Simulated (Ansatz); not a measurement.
Species: CH$_{2}$, charge 1, multiplicity 2. 
Geometry from a B3LYP-D3(BJ)/def2-TZVP (Ansatz, a first-principles code) optimisation:
```
C
H 1 1.0973
H 1 1.0973 2 141.38
```
Charge +1, spin multiplicity 2.

Basis-set convergence of Hartree-Fock and MP2 correlation energies (hartree) with Ansatz. Cores are frozen in the correlated levels unless marked. Open shells are spin-unrestricted. Spin-orbit coupling is left out. Non-relativistic.

| basis | functions | E(HF) | E(corr, MP2) |
|---|---|---|---|
| def2-SVP | 24 | -38.53557 | -0.07631 |
| def2-TZVPP | 59 | -38.58220 | -0.09458 |
| def2-QZVPP | 117 | -38.58398 | -0.10186 |

Extrapolating the two largest sets (X = 3 and 4) as X^-3: E(corr) = (64·(-0.10186) - 27·(-0.09458))/37 = -0.1072 Eh, an estimate of the basis-set limit. The largest set recovers 95.0 % of it, the smallest 71.2 %.
